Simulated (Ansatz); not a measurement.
[Cl···H···Si], triplet in cc-pVTZ: errors against UCCSDT(Q)

Geometry: a point of a hydrogen-transfer path between rigid fragments, not a stationary point.

```yaml
atoms:
  - { symbol: Cl, position_ang: [0.0000, 0.0000, -1.7103] }
  - { symbol: H, position_ang: [0.0000, 0.0000, -0.0913] }
  - { symbol: Si, position_ang: [0.0000, 0.0000, 1.8017] }
```

Basis cc-pVTZ; Ansatz 0.2.0. Only valence electrons are correlated (noble-gas cores frozen), which leaves 12 electrons in 72 orbitals. R marks a restricted (for open shells ROHF) determinant, U an unrestricted one. Active spaces: pair = (4e, 4o) about the gap; valence = (12e, 9o) chosen from the atoms' valence shells.

Full CI isn't at hand for all of this; UCCSDT(Q) serves as the reference, and is uncertain by about the last step of the cluster series. The frozen core follows each run's orbitals, which can shift R against U totals by a few meV.

The UHF ⟨S²⟩ is 2.048. The T1 diagnostic (RCCSD) is 0.0224 and the largest doubles amplitude (RCCSD) is 0.069. The T1 diagnostic (UCCSD) is 0.0160.

```json
{"level": "UHF", "E − E(RHF) (eV)": "-0.2350"}
{"level": "RMP2", "E − E(RHF) (eV)": "-7.6332"}
{"level": "UMP2", "E − E(RHF) (eV)": "-7.5648"}
{"level": "RCCSD", "E − E(RHF) (eV)": "-8.5743"}
{"level": "UCCSD", "E − E(RHF) (eV)": "-8.5874"}
{"level": "RCCSD(T)", "E − E(RHF) (eV)": "-8.9324"}
{"level": "UCCSD(T)", "E − E(RHF) (eV)": "-8.9303"}
```

Problem. Estimate how far UCCSDT(Q) in cc-pVTZ lies from RCCSD(T). The table doesn't fix it; the size of (T) and the diagnostics are the guide.

Solution. UCCSDT(Q) in cc-pVTZ lies 5.4 kJ/mol below RCCSD(T), which is 15 % of the (T) step (-34.6 kJ/mol). The diagnostics are small and the rest is a small part of (T), but (T) is large here. The miss exceeds 1 kcal/mol.

The other levels:

```tsv
level	E − E(UCCSDT(Q)) (kJ/mol)	share of correlation (%)	wall time
BCCD(T)	5.5	99.36	21 s (H100)
RCCSDT	1.9	99.78	–
UCCSDT	1.7	99.80	–
RCCSDT(Q)	0.2	99.98	26 s (H100)
CASSCF (pair space)	812.1	6.36	–
NEVPT2 (pair space)	128.9	85.14	2.8 s (H100)
MRCISD (pair space)	105.8	87.80	–
MRCISD+Q (pair space)	18.3	97.89	7.5 s (H100)
CASSCF (valence space)	763.3	11.99	–
NEVPT2 (valence space)	177.8	79.50	7.5 s
MRCISD (valence space)	92.1	89.39	–
MRCISD+Q (valence space)	16.9	98.05	7 s (H100)
```

The correlation energy at UCCSDT(Q), counted from RHF, is -8.988 eV. That run took 17 s on 2 threads of AMD EPYC 7R13 with a shared H100 80 GB, shared host.

Times hold each run's SCF and search for its determinant on a shared host, so for small cases they say little of a method's own cost; rows without a card ran on 1 thread of AMD EPYC 7R13.

Natural occupations of CASSCF (valence space) about the gap: 1.999 1.999 1.967 1.943 1.000 1.000 0.049 0.042; effectively unpaired electrons, Σ n²(2−n)², 2.03.
